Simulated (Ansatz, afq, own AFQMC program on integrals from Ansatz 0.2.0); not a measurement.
# AFQMC, coupled cluster and functionals along a coordinate of SiH2O, triplet

```xyz
4

Si    0.0000    0.0000    0.5550
O     0.0000    0.0000   -1.1214
H     0.0000    1.3319    1.1682
H     0.0000   -1.3319    1.1682
```

The Si1–O2 distance is changed with both sides rigid. Energies in eV count from this geometry (1.676 Å) at the same level; the start stands on UHF, each point on the determinant named.

Basis cc-pVDZ. Noble-gas cores (and the filled d shells of Ga–Kr and In–Xe) are frozen. Integrals, coupled cluster, full CI and functionals: Ansatz 0.2.0; the random walks run on the same integrals in our own AFQMC program. ph-AFQMC/CISD is guided by a CISD state made of CCSD amplitudes; releasing the constraint for a short imaginary time cuts its bias at the price of noise, slowly where states lie close. Uncertainties: one standard error, sampling alone.

Cautions, each for one point or more: CCSDT(Q) on the UHF determinant differs, perhaps since the unrestricted series falls towards higher spin; a spin-contaminated unrestricted determinant lies lower; an unrestricted solution with more broken spin lies lower; cluster runs in doubt by the program's own checks; higher spins were not checked; lower spins were not checked; strong correlation; the ph-AFQMC/CISD walk drifts between its halves.

```csv
r(Si1–O2) / Å,det.,T1,weight,⟨S²⟩,CCSD(T),ph-AFQMC/CISD,released AFQMC,CCSDT(Q),PBE,B3LYP
1.355,UHF,0.037,0.87,2.02,3.370,3.355 ± 0.019,3.352 ± 0.028,3.362,3.038,3.082
2.028,UHF,0.024,0.88,2.03,0.591,0.569 ± 0.019,0.580 ± 0.037*,0.574,0.620,0.668
2.717,UHF†¶,0.044,0.78,2.03,2.643,2.744 ± 0.025,2.644 ± 0.049*,2.515,2.945,3.017§
3.663,ROHF†,0.014,0.88,pure,3.098,3.133 ± 0.016,3.119 ± 0.029*,3.109,3.763§,3.487§
5.823,ROHF†,0.013,0.88,pure,3.118,3.134 ± 0.015,–,3.131,3.978§,3.607§
```

Weight is that of the determinant in the CISD state; at the start T1 is 0.021 and the weight 0.89, and ⟨S²⟩ is 2.02. ¶ marks points with a poor determinant and no full CI, where no value is sure; they don't count among the departures. An asterisk marks released energies that aren't shown to be converged. A dagger marks points whose determinant fills other symmetries than the start's, so the wave-function levels may follow another state there, or a degenerate partner. A dash marks a missing value, a released energy that hasn't settled or a functional that sits on another state. § marks a functional whose ⟨S²⟩ is too high by over 0.1. Largest departures from CCSDT(Q), at the points where its series has closed: CCSD(T) 0.017 eV at 2.028 (on UHF), ph-AFQMC/CISD 0.024 eV at 3.663 (on ROHF) (within the noise), PBE -0.324 eV at 1.355, B3LYP -0.280 eV at 1.355. Functionals count only at points shown to share the start's state and spin. In this small basis the wave-function levels are far from their limit, so their gap to the functionals isn't the functionals' error.

Some points may be missing: those where a free walk finds a much lower state, and past Zn most of those on another determinant than at the start.

A walk keeps the symmetry of its determinant, which the program's search chose and which needn't be the lowest solution, so a lower state of the same spin and another symmetry isn't excluded.
